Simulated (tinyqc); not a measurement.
CIS on RHF in the sto-6g basis, for H2O, spin multiplicity 1, step by step (part 1 of 2). Computed by tinyqc, a small Python program that keeps every step (integrals from PySCF). Settings: charge = 0, multiplicity = 1, basis = sto-6g, method = RHF, energy threshold = 1e-10, iteration cap = 77, orthogonalisation = canonical, start = core, DIIS depth = 6. Command: `OMP_NUM_THREADS=1 python tinyqc.py 20204 20205 out.jsonl` (the two numbers bound the seeds that draw the settings). One thread of a shared host (Intel(R) Xeon(R) Processor @ 2.60GHz), about 0.1 s of CPU time with the checks. Later iterations appear only in the table of the cycle.

## One-electron integrals

Geometry (angstrom):
```
atom        x         y        z
O     0.00000   0.00000  0.00000
H     0.00000   0.75000  0.51700
H     0.00000  -0.78600  0.54200
```

Basis sto-6g: exponents (1/bohr^2) and contraction coefficients of normalised primitives:
```
element  l (shell)    exponent  coefficient
O            s (1)  1355.58423      0.00916
O            s (1)   248.54489      0.04936
O            s (1)    69.53390      0.16854
O            s (1)    23.88677      0.37056
O            s (1)     9.27593      0.41649
O            s (1)     3.82034      0.13033
O            s (2)    52.18776     -0.01325
O            s (2)    10.32932     -0.04699
O            s (2)     3.21034     -0.03379
O            s (2)     1.23514      0.25024
O            s (2)     0.53642      0.59512
O            s (2)     0.24588      0.24071
O            p (3)    52.18776      0.00376
O            p (3)    10.32932      0.03768
O            p (3)     3.21034      0.17390
O            p (3)     1.23514      0.41804
O            p (3)     0.53642      0.42586
O            p (3)     0.24588      0.10171
H            s (1)    35.52322      0.00916
H            s (1)     6.51314      0.04936
H            s (1)     1.82214      0.16854
H            s (1)     0.62596      0.37056
H            s (1)     0.24308      0.41649
H            s (1)     0.10011      0.13033
```

Overlap, kinetic and nuclear-attraction integrals over the contracted functions; the nuclear repulsion is the sum of Za Zb / Rab.

nuclear repulsion = 9.4258697 hartree

overlap S, order 1O 1s, 1O 2s, 1O 2px, 1O 2py, 1O 2pz, 2H 1s, 3H 1s:
$$\begin{pmatrix}
1.00000 & 0.23114 & 0.00000 & 0.00000 & 0.00000 & 0.06162 & 0.05574 \\
0.23114 & 1.00000 & 0.00000 & 0.00000 & 0.00000 & 0.50755 & 0.47839 \\
0.00000 & 0.00000 & 1.00000 & 0.00000 & 0.00000 & 0.00000 & 0.00000 \\
0.00000 & 0.00000 & 0.00000 & 1.00000 & 0.00000 & 0.33614 & -0.32400 \\
0.00000 & 0.00000 & 0.00000 & 0.00000 & 1.00000 & 0.23171 & 0.22342 \\
0.06162 & 0.50755 & 0.00000 & 0.33614 & 0.23171 & 1.00000 & 0.24377 \\
0.05574 & 0.47839 & 0.00000 & -0.32400 & 0.22342 & 0.24377 & 1.00000
\end{pmatrix}$$

kinetic energy T (hartree), order 1O 1s, 1O 2s, 1O 2px, 1O 2py, 1O 2pz, 2H 1s, 3H 1s:
$$\begin{pmatrix}
29.32720 & -0.89602 & 0.00000 & 0.00000 & 0.00000 & -0.00039 & -0.00233 \\
-0.89602 & 0.84262 & 0.00000 & 0.00000 & 0.00000 & 0.15165 & 0.12916 \\
0.00000 & 0.00000 & 2.53131 & 0.00000 & 0.00000 & 0.00000 & 0.00000 \\
0.00000 & 0.00000 & 0.00000 & 2.53131 & 0.00000 & 0.26229 & -0.23360 \\
0.00000 & 0.00000 & 0.00000 & 0.00000 & 2.53131 & 0.18080 & 0.16108 \\
-0.00039 & 0.15165 & 0.00000 & 0.26229 & 0.18080 & 0.76852 & 0.00592 \\
-0.00233 & 0.12916 & 0.00000 & -0.23360 & 0.16108 & 0.00592 & 0.76852
\end{pmatrix}$$

nuclear attraction V (hartree), order 1O 1s, 1O 2s, 1O 2px, 1O 2py, 1O 2pz, 2H 1s, 3H 1s:
$$\begin{pmatrix}
-62.39349 & -6.41367 & 0.00000 & -0.00134 & -0.01966 & -1.96186 & -1.77251 \\
-6.41367 & -10.11760 & 0.00000 & -0.01187 & -0.21650 & -4.17895 & -3.88336 \\
0.00000 & 0.00000 & -10.02859 & 0.00000 & 0.00000 & 0.00000 & 0.00000 \\
-0.00134 & -0.01187 & 0.00000 & -10.20877 & -0.00625 & -2.48722 & 2.34955 \\
-0.01966 & -0.21650 & 0.00000 & -0.00625 & -10.11424 & -1.78419 & -1.68847 \\
-1.96186 & -4.17895 & 0.00000 & -2.48722 & -1.78419 & -6.02638 & -1.60478 \\
-1.77251 & -3.88336 & 0.00000 & 2.34955 & -1.68847 & -1.60478 & -5.85333
\end{pmatrix}$$

core Hamiltonian H = T + V (hartree), order 1O 1s, 1O 2s, 1O 2px, 1O 2py, 1O 2pz, 2H 1s, 3H 1s:
$$\begin{pmatrix}
-33.06629 & -7.30970 & 0.00000 & -0.00134 & -0.01966 & -1.96225 & -1.77484 \\
-7.30970 & -9.27498 & 0.00000 & -0.01187 & -0.21650 & -4.02730 & -3.75419 \\
0.00000 & 0.00000 & -7.49728 & 0.00000 & 0.00000 & 0.00000 & 0.00000 \\
-0.00134 & -0.01187 & 0.00000 & -7.67746 & -0.00625 & -2.22493 & 2.11595 \\
-0.01966 & -0.21650 & 0.00000 & -0.00625 & -7.58293 & -1.60339 & -1.52738 \\
-1.96225 & -4.02730 & 0.00000 & -2.22493 & -1.60339 & -5.25786 & -1.59886 \\
-1.77484 & -3.75419 & 0.00000 & 2.11595 & -1.52738 & -1.59886 & -5.08481
\end{pmatrix}$$

## Two-electron integrals

Functions are numbered as in S; the eight-fold symmetry (ij|kl) = (ji|kl) = (kl|ij) leaves the list below.

Two-electron integrals (ij|kl) in chemists' order, unique and non-zero (hartree):
```
(11|11) 4.78749     (21|11) 0.67588     (21|21) 0.12150     (22|11) 1.11738
(22|21) 0.24921     (22|22) 0.81738     (31|31) 0.02576     (32|31) 0.03914
(32|32) 0.18066     (33|11) 1.11738     (33|21) 0.24921     (33|22) 0.81738
(33|33) 0.88066     (41|41) 0.02576     (42|41) 0.03914     (42|42) 0.18066
(43|43) 0.04746     (44|11) 1.11738     (44|21) 0.24921     (44|22) 0.81738
(44|33) 0.78574     (44|44) 0.88066     (51|51) 0.02576     (52|51) 0.03914
(52|52) 0.18066     (53|53) 0.04746     (54|54) 0.04746     (55|11) 1.11738
(55|21) 0.24921     (55|22) 0.81738     (55|33) 0.78574     (55|44) 0.78574
(55|55) 0.88066     (61|11) 0.19258     (61|21) 0.03316     (61|22) 0.06644
(61|33) 0.06630     (61|41) 0.00133     (61|42) 0.00258     (61|44) 0.06659
(61|51) 0.00092     (61|52) 0.00178     (61|54) 0.00020     (61|55) 0.06644
(61|61) 0.00922     (62|11) 0.43654     (62|21) 0.09857     (62|22) 0.35408
(62|33) 0.34845     (62|41) 0.00643     (62|42) 0.04594     (62|44) 0.35989
(62|51) 0.00443     (62|52) 0.03167     (62|54) 0.00789     (62|55) 0.35389
(62|61) 0.02699     (62|62) 0.18515     (63|31) 0.01135     (63|32) 0.06252
(63|43) 0.00964     (63|53) 0.00665     (63|63) 0.02730     (64|11) 0.24708
(64|21) 0.05662     (64|22) 0.21693     (64|33) 0.20696     (64|41) 0.01467
(64|42) 0.08964     (64|44) 0.23344     (64|51) 0.00229     (64|52) 0.01869
(64|54) 0.01160     (64|55) 0.21038     (64|61) 0.01628     (64|62) 0.13798
(64|64) 0.12924     (65|11) 0.17032     (65|21) 0.03903     (65|22) 0.14953
(65|33) 0.14267     (65|41) 0.00229     (65|42) 0.01869     (65|44) 0.14762
(65|51) 0.01293     (65|52) 0.07541     (65|54) 0.01306     (65|55) 0.15831
(65|61) 0.01122     (65|62) 0.09511     (65|64) 0.07027     (65|65) 0.07574
(66|11) 0.55451     (66|21) 0.12750     (66|22) 0.52008     (66|33) 0.49904
(66|41) 0.01156     (66|42) 0.10987     (66|44) 0.54182     (66|51) 0.00797
(66|52) 0.07574     (66|54) 0.02949     (66|55) 0.51937     (66|61) 0.03535
(66|62) 0.33254     (66|64) 0.28359     (66|65) 0.19549     (66|66) 0.77500
(71|11) 0.17405     (71|21) 0.02998     (71|22) 0.06009     (71|33) 0.05996
(71|41) -0.00120    (71|42) -0.00234    (71|44) 0.06023     (71|51) 0.00083
(71|52) 0.00162     (71|54) -0.00018    (71|55) 0.06009     (71|61) 0.00820
(71|62) 0.02354     (71|64) 0.01283     (71|65) 0.00978     (71|66) 0.03032
(71|71) 0.00754     (72|11) 0.40531     (72|21) 0.09157     (72|22) 0.33035
(72|33) 0.32500     (72|41) -0.00600    (72|42) -0.04343    (72|44) 0.33588
(72|51) 0.00414     (72|52) 0.02995     (72|54) -0.00750    (72|55) 0.33018
(72|61) 0.02418     (72|62) 0.14112     (72|64) 0.07185     (72|65) 0.07058
(72|66) 0.21000     (72|71) 0.02269     (72|72) 0.16302     (73|31) 0.01040
(73|32) 0.05778     (73|43) -0.00905    (73|53) 0.00624     (73|63) 0.01999
(73|73) 0.02365     (74|11) -0.23391    (74|21) -0.05362    (74|22) -0.20633
(74|33) -0.19692    (74|41) 0.01353     (74|42) 0.08371     (74|44) -0.22189
(74|51) -0.00216    (74|52) -0.01788    (74|54) 0.01098     (74|55) -0.20018
(74|61) -0.01346    (74|62) -0.07393    (74|64) -0.01804    (74|65) -0.03606
(74|66) -0.09651    (74|71) -0.01392    (74|72) -0.12384    (74|74) 0.11683
(75|11) 0.16129     (75|21) 0.03697     (75|22) 0.14228     (75|33) 0.13579
(75|41) -0.00216    (75|42) -0.01788    (75|44) 0.14052     (75|51) 0.01189
(75|52) 0.07011     (75|54) -0.01232    (75|55) 0.15052     (75|61) 0.01023
(75|62) 0.07154     (75|64) 0.03561     (75|65) 0.05523     (75|66) 0.11687
(75|71) 0.00960     (75|72) 0.08539     (75|74) -0.06425    (75|75) 0.06796
(76|11) 0.16081     (76|21) 0.03662     (76|22) 0.14119     (76|33) 0.13826
(76|41) -4.08e-05   (76|42) -0.00045    (76|44) 0.14125     (76|51) 0.00269
(76|52) 0.02231     (76|54) -0.00011    (76|55) 0.14405     (76|61) 0.00990
(76|62) 0.07170     (76|64) 0.04572     (76|65) 0.04150     (76|66) 0.12918
(76|71) 0.00896     (76|72) 0.06780     (76|74) -0.04459    (76|75) 0.03987
(76|76) 0.03341     (77|11) 0.53305     (77|21) 0.12266     (77|22) 0.50404
(77|33) 0.48368     (77|41) -0.01089    (77|42) -0.10603    (77|44) 0.52508
(77|51) 0.00751     (77|52) 0.07311     (77|54) -0.02855    (77|55) 0.50337
(77|61) 0.03225     (77|62) 0.21843     (77|64) 0.09741     (77|65) 0.11988
(77|66) 0.33844     (77|71) 0.03074     (77|72) 0.30827     (77|74) -0.26774
(77|75) 0.18463     (77|76) 0.12918     (77|77) 0.77500
```

## Orthogonalisation

S = U s U^T; canonical form X = U s^(-1/2), so that X^T S X = 1. Each column of U has its largest component positive (the first on a tie).

eigenvalues of S: [0.32338, 0.39896, 0.89309, 1.00000, 1.08161, 1.36026, 1.94270]

X, order 1O 1s, 1O 2s, 1O 2px, 1O 2py, 1O 2pz, 2H 1s, 3H 1s:
$$\begin{pmatrix}
-0.27989 & 0.06736 & 0.76809 & 0.00000 & -0.60938 & -0.00296 & 0.15103 \\
1.20968 & -0.22899 & -0.27923 & 0.00000 & -0.27606 & -0.00744 & 0.42671 \\
0.00000 & 0.00000 & 0.00000 & 1.00000 & 0.00000 & 0.00000 & 0.00000 \\
0.21994 & 0.94730 & -0.00129 & 0.00000 & 0.00801 & 0.67839 & 0.01139 \\
0.51266 & -0.10118 & 0.63784 & 0.00000 & 0.66941 & -0.00787 & 0.17983 \\
-0.96976 & -0.71584 & -0.14691 & 0.00000 & 0.11883 & 0.35748 & 0.38171 \\
-0.54681 & 1.01463 & -0.15285 & 0.00000 & 0.12127 & -0.38344 & 0.36288
\end{pmatrix}$$

## Starting guess

The start is the orbitals of the core Hamiltonian; D = 2 C_occ C_occ^T.

D at the start, order 1O 1s, 1O 2s, 1O 2px, 1O 2py, 1O 2pz, 2H 1s, 3H 1s:
$$\begin{pmatrix}
2.12911 & -0.60615 & 0.00000 & -0.00511 & -0.05617 & 0.10086 & 0.09156 \\
-0.60615 & 2.82594 & 0.00000 & 0.04084 & 0.36417 & -0.45980 & -0.41214 \\
0.00000 & 0.00000 & 2.00000 & 0.00000 & 0.00000 & 0.00000 & 0.00000 \\
-0.00511 & 0.04084 & 0.00000 & 2.45585 & 0.01706 & -0.44893 & 0.41497 \\
-0.05617 & 0.36417 & 0.00000 & 0.01706 & 2.18109 & -0.26328 & -0.24186 \\
0.10086 & -0.45980 & 0.00000 & -0.44893 & -0.26328 & 0.17360 & 0.00929 \\
0.09156 & -0.41214 & 0.00000 & 0.41497 & -0.24186 & 0.00929 & 0.14934
\end{pmatrix}$$

## Iteration 1: building the Fock matrix

J_ij = sum D_kl (ij|kl), K_ij = sum D_kl (ik|jl); F = H + J - 0.5 K; E = tr D H + tr D J / 2 - 0.25 tr D K + E_nn.

Coulomb J (hartree), order 1O 1s, 1O 2s, 1O 2px, 1O 2py, 1O 2pz, 2H 1s, 3H 1s:
$$\begin{pmatrix}
18.87772 & 3.40340 & 0.00000 & 0.00029 & 0.00461 & 0.93312 & 0.84366 \\
3.40340 & 8.89279 & 0.00000 & -0.00097 & -0.00673 & 3.73459 & 3.48099 \\
0.00000 & 0.00000 & 8.89893 & 0.00000 & 0.00000 & 0.00000 & 0.00000 \\
0.00029 & -0.00097 & 0.00000 & 8.88709 & -0.00081 & 2.23635 & -2.12671 \\
0.00461 & -0.00673 & 0.00000 & -0.00081 & 8.89234 & 1.53789 & 1.46250 \\
0.93312 & 3.73459 & 0.00000 & 2.23635 & 1.53789 & 5.24844 & 1.45542 \\
0.84366 & 3.48099 & 0.00000 & -2.12671 & 1.46250 & 1.45542 & 5.08023
\end{pmatrix}$$

exchange K (hartree), order 1O 1s, 1O 2s, 1O 2px, 1O 2py, 1O 2pz, 2H 1s, 3H 1s:
$$\begin{pmatrix}
9.90337 & 1.59896 & 0.00000 & 0.00009 & 0.00142 & 0.46750 & 0.42361 \\
1.59896 & 2.85490 & 0.00000 & -0.00084 & -0.00062 & 1.05755 & 0.98028 \\
0.00000 & 0.00000 & 2.38437 & 0.00000 & 0.00000 & 0.00000 & 0.00000 \\
0.00009 & -0.00084 & 0.00000 & 2.36753 & -0.00161 & 0.47115 & -0.44638 \\
0.00142 & -0.00062 & 0.00000 & -0.00161 & 2.37407 & 0.32383 & 0.30587 \\
0.46750 & 1.05755 & 0.00000 & 0.47115 & 0.32383 & 0.57509 & 0.32391 \\
0.42361 & 0.98028 & 0.00000 & -0.44638 & 0.30587 & 0.32391 & 0.50307
\end{pmatrix}$$

Fock matrix F (hartree), order 1O 1s, 1O 2s, 1O 2px, 1O 2py, 1O 2pz, 2H 1s, 3H 1s:
$$\begin{pmatrix}
-19.14026 & -4.70577 & 0.00000 & -0.00110 & -0.01576 & -1.26288 & -1.14298 \\
-4.70577 & -1.80964 & 0.00000 & -0.01242 & -0.22292 & -0.82148 & -0.76335 \\
0.00000 & 0.00000 & 0.20947 & 0.00000 & 0.00000 & 0.00000 & 0.00000 \\
-0.00110 & -0.01242 & 0.00000 & 0.02586 & -0.00626 & -0.22416 & 0.21243 \\
-0.01576 & -0.22292 & 0.00000 & -0.00626 & 0.12237 & -0.22742 & -0.21781 \\
-1.26288 & -0.82148 & 0.00000 & -0.22416 & -0.22742 & -0.29696 & -0.30540 \\
-1.14298 & -0.76335 & 0.00000 & 0.21243 & -0.21781 & -0.30540 & -0.25612
\end{pmatrix}$$

total energy of this density = -73.9385101 hartree

## Iteration 1: diagonalisation and new density

Diagonalise F' = X^T F X, C = X C', fill 5 alpha and 5 beta electrons from the bottom; D = 2 C_occ C_occ^T. Each column has its largest component positive (the first on a tie).

F' = X^T F X (hartree):
$$\begin{pmatrix}
0.40742 & 0.13623 & 1.26744 & 0.00000 & -0.95813 & 0.01668 & 0.13057 \\
0.13623 & 0.78711 & -0.36992 & 0.00000 & 0.30363 & 0.10325 & -0.07257 \\
1.26744 & -0.36992 & -8.82093 & 0.00000 & 8.72530 & 0.05065 & -3.78484 \\
0.00000 & 0.00000 & 0.00000 & 0.20947 & 0.00000 & 0.00000 & 0.00000 \\
-0.95813 & 0.30363 & 8.72530 & 0.00000 & -8.31018 & -0.05281 & 3.76885 \\
0.01668 & 0.10325 & 0.05065 & 0.00000 & -0.05281 & -0.19946 & 0.02111 \\
0.13057 & -0.07257 & -3.78484 & 0.00000 & 3.76885 & 0.02111 & -2.40027
\end{pmatrix}$$

orbital energies (hartree): MO1 -19.14548, MO2 -0.80102, MO3 -0.20957, MO4 0.11518, MO5 0.20947, MO6 0.66085, MO7 0.84374

coefficients C, order 1O 1s, 1O 2s, 1O 2px, 1O 2py, 1O 2pz, 2H 1s, 3H 1s:
$$\begin{pmatrix}
0.99556 & -0.21667 & 0.00245 & 0.12000 & 0.00000 & 0.11801 & -0.02412 \\
0.02120 & 0.78956 & -0.01520 & -0.64103 & 0.00000 & -0.88121 & 0.20140 \\
0.00000 & 0.00000 & 0.00000 & 0.00000 & 1.00000 & 0.00000 & 0.00000 \\
0.00030 & 0.01273 & 0.57805 & 0.01058 & 0.00000 & 0.17356 & 1.02060 \\
0.00323 & 0.20215 & -0.00186 & 0.74719 & 0.00000 & -0.73709 & 0.13391 \\
-0.00532 & 0.18021 & 0.44454 & 0.29086 & 0.00000 & 0.66741 & -1.00095 \\
-0.00480 & 0.16603 & -0.47017 & 0.29731 & 0.00000 & 0.92053 & 0.67885
\end{pmatrix}$$

D after iteration 1, order 1O 1s, 1O 2s, 1O 2px, 1O 2py, 1O 2pz, 2H 1s, 3H 1s:
$$\begin{pmatrix}
2.10497 & -0.45386 & 0.00000 & 0.00045 & 0.09816 & -0.01670 & -0.01245 \\
-0.45386 & 2.07001 & 0.00000 & -0.01103 & -0.63855 & -0.10207 & -0.10491 \\
0.00000 & 0.00000 & 2.00000 & 0.00000 & 0.00000 & 0.00000 & 0.00000 \\
0.00045 & -0.01103 & 0.00000 & 0.66882 & 0.01881 & 0.52467 & -0.53305 \\
0.09816 & -0.63855 & 0.00000 & 0.01881 & 1.19835 & 0.50583 & 0.51314 \\
-0.01670 & -0.10207 & 0.00000 & 0.52467 & 0.50583 & 0.62945 & -0.18518 \\
-0.01245 & -0.10491 & 0.00000 & -0.53305 & 0.51314 & -0.18518 & 0.67409
\end{pmatrix}$$

## Iteration 8 (converged): orbitals

converged F (hartree), order 1O 1s, 1O 2s, 1O 2px, 1O 2py, 1O 2pz, 2H 1s, 3H 1s:
$$\begin{pmatrix}
-20.48913 & -4.96307 & 0.00000 & -0.00119 & -0.02933 & -1.33114 & -1.20477 \\
-4.96307 & -2.34626 & 0.00000 & -0.01356 & -0.12997 & -1.08811 & -1.01503 \\
0.00000 & 0.00000 & -0.39435 & 0.00000 & 0.00000 & 0.00000 & 0.00000 \\
-0.00119 & -0.01356 & 0.00000 & -0.35287 & -0.01202 & -0.42207 & 0.40693 \\
-0.02933 & -0.12997 & 0.00000 & -0.01202 & -0.36634 & -0.35622 & -0.34534 \\
-1.33114 & -1.08811 & 0.00000 & -0.42207 & -0.35622 & -0.63879 & -0.39841 \\
-1.20477 & -1.01503 & 0.00000 & 0.40693 & -0.34534 & -0.39841 & -0.57621
\end{pmatrix}$$

As before.

F' = X^T F X (hartree):
$$\begin{pmatrix}
0.28520 & 0.14638 & 1.47606 & 0.00000 & -0.98785 & 0.02148 & 0.08039 \\
0.14638 & 0.72994 & -0.42600 & 0.00000 & 0.31477 & 0.10490 & -0.05964 \\
1.47606 & -0.42600 & -9.77688 & 0.00000 & 9.07534 & 0.05297 & -3.94340 \\
0.00000 & 0.00000 & 0.00000 & -0.39435 & 0.00000 & 0.00000 & 0.00000 \\
-0.98785 & 0.31477 & 9.07534 & 0.00000 & -9.18094 & -0.05765 & 3.94356 \\
0.02148 & 0.10490 & 0.05297 & 0.00000 & -0.05765 & -0.63623 & 0.01800 \\
0.08039 & -0.05964 & -3.94340 & 0.00000 & 3.94356 & 0.01800 & -2.89588
\end{pmatrix}$$

orbital energies (hartree): MO1 -20.49244, MO2 -1.28136, MO3 -0.64413, MO4 -0.44702, MO5 -0.39435, MO6 0.60663, MO7 0.78354

coefficients C, order 1O 1s, 1O 2s, 1O 2px, 1O 2py, 1O 2pz, 2H 1s, 3H 1s:
$$\begin{pmatrix}
0.99658 & -0.22138 & 0.00618 & 0.09257 & 0.00000 & -0.12553 & -0.02082 \\
0.01644 & 0.82978 & -0.03596 & -0.51951 & 0.00000 & 0.92789 & 0.17644 \\
0.00000 & 0.00000 & 0.00000 & 0.00000 & 1.00000 & 0.00000 & 0.00000 \\
0.00026 & 0.01331 & 0.60348 & -0.00995 & 0.00000 & -0.13569 & 1.01157 \\
0.00327 & 0.13128 & 0.01611 & 0.80314 & 0.00000 & 0.69727 & 0.10803 \\
-0.00422 & 0.16572 & 0.43434 & 0.24903 & 0.00000 & -0.70968 & -0.99009 \\
-0.00377 & 0.14864 & -0.43776 & 0.27219 & 0.00000 & -0.91740 & 0.71819
\end{pmatrix}$$

D after iteration 8, order 1O 1s, 1O 2s, 1O 2px, 1O 2py, 1O 2pz, 2H 1s, 3H 1s:
$$\begin{pmatrix}
2.10160 & -0.43125 & 0.00000 & 0.00024 & 0.09729 & -0.03030 & -0.02835 \\
-0.43125 & 1.91996 & 0.00000 & -0.01097 & -0.61767 & -0.01510 & -0.00477 \\
0.00000 & 0.00000 & 2.00000 & 0.00000 & 0.00000 & 0.00000 & 0.00000 \\
0.00024 & -0.01097 & 0.00000 & 0.72893 & 0.00696 & 0.52369 & -0.52983 \\
0.09729 & -0.61767 & 0.00000 & 0.00696 & 1.32509 & 0.45748 & 0.46211 \\
-0.03030 & -0.01510 & 0.00000 & 0.52369 & 0.45748 & 0.55629 & -0.19542 \\
-0.02835 & -0.00477 & 0.00000 & -0.52983 & 0.46211 & -0.19542 & 0.57566
\end{pmatrix}$$

## Convergence

Stop when the energy changes by less than 1e-10 hartree and every element of the error matrix X^T (F D S - S D F) X is below 3e-06.

Course of the cycle:
```
iteration  E (hartree)     change  largest element of the error matrix
1          -73.9385101          -                             1.00e+00
2          -75.6618482  -1.72e+00                             9.16e-02
3          -75.6686935  -6.85e-03                             2.01e-02
4          -75.6692155  -5.22e-04                             4.17e-03
5          -75.6692421  -2.65e-05                             8.02e-04
6          -75.6692430  -9.14e-07                             8.66e-05
7          -75.6692430  -7.38e-09                             3.10e-06
8          -75.6692430  -1.42e-11                             3.12e-07
```

PySCF RHF in the same basis = -75.6692430 hartree

Converged in 8 iterations.

## Populations, bond orders and dipole

Mulliken: Z minus the diagonal of D S on the atom; Loewdin: the same with S^(1/2) D S^(1/2); Mayer order: 2 sum_s sum (D(s) S)_ij (D(s) S)_ji over the two atoms.

Charges (e):
```
atom  Mulliken   Loewdin
1O    -0.41977  -0.28961
2H     0.21884   0.14847
3H     0.20093   0.14115
```

Mayer bond orders:
```
pair    order
2-1   0.93437
3-1   0.94189
3-2   0.01774
```

dipole moment about the origin, x y z (debye): [0.00000, 0.01339, 1.74217]
